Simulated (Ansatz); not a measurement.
`[SiH3]BS`, charge 0, multiplicity 1.

Problem. Give a relaxed structure at PBE0-D4/def2-TZVP (Ansatz). (Estimate.)

Solution. Computed: 
Cartesian coordinates in Å:
```
Si 0.488 -1.171 0.101
B -0.410 0.623 0.224
S -0.213 1.758 -1.110
H 1.256 -1.348 -1.162
H -0.535 -2.251 0.185
H 1.423 -1.344 1.249
H -1.068 0.937 1.169
H -0.941 2.796 -0.656
```
Point group Cs.
